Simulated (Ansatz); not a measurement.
Level of theory: Ansatz (an electronic-structure program) with frozen-core CCSD(T)/cc-pVTZ // B3LYP-D3(BJ)/def2-TZVP.

Ansatz 0.2 input:
```yaml
crystal:
  periodic: [false, false, false]
  atoms:
    - { symbol: C, position_ang: [-0.492068, 0.065283, -0.04193] }
    - { symbol: S, position_ang: [1.103491, -0.758274, -0.35731] }
    - { symbol: H, position_ang: [-1.238729, -0.499391, -0.597548] }
    - { symbol: H, position_ang: [-0.486439, 1.090756, -0.405063] }
    - { symbol: H, position_ang: [-0.748266, 0.039685, 1.015043] }
    - { symbol: H, position_ang: [1.862524, 0.060703, 0.388584] }
basis:
  gaussian: { orbitals: cc-pVTZ }
correlation:
  method: ccsd_t
```

Output:

```
Functional definition: HF
665 factors; integrals over basis functions are off by at most 1.2e-3 eV
mean field evaluation 1: about -11910.9305 eV, gradient 1.8e1 eV
mean field evaluation 2: about -11910.9316 eV, gradient 1.8e1 eV
mean field evaluation 4: about -11911.9400 eV, gradient 2.2e0 eV
mean field evaluation 8: about -11911.9599 eV, gradient 7.4e-5 eV
mean field evaluation 16: about -11911.9588 eV, gradient 4.4e-1 eV
mean field -11911.95994956 eV, -437.7564539299 hartree, gradient 3.4e-6 eV, S^2 0.000000; 0 other end points of the search recorded, 0 dependent functions left out
6 core orbitals not correlated
reference -11911.95994956 eV, -437.7564539299 hartree; 7, 7 occupied and 107, 107 virtual orbitals, 665 factors
second order -9.88745463 eV of doubles, -0.00000000 eV of singles
cycle   1  -10.49933921 eV  change   -6.1e-1 eV  update   6.3e-2
cycle   2  -10.77298537 eV  change   -2.7e-1 eV  update   1.9e-2
cycle   3  -10.80232643 eV  change   -2.9e-2 eV  update   6.1e-3
cycle   4  -10.80173019 eV  change    6.0e-4 eV  update   1.5e-3
cycle   5  -10.80157070 eV  change    1.6e-4 eV  update   4.2e-4
cycle   6  -10.80152596 eV  change    4.5e-5 eV  update   1.4e-4
cycle   7  -10.80152901 eV  change   -3.0e-6 eV  update   4.2e-5
cycle   8  -10.80153267 eV  change   -3.7e-6 eV  update   1.4e-5
perturbative correction -0.42283521 eV, -0.0155389072 hartree
Total energy: -11923.18431744 eV, -438.1689418412 hartree
```

Cost: around 7 core-seconds (rough).
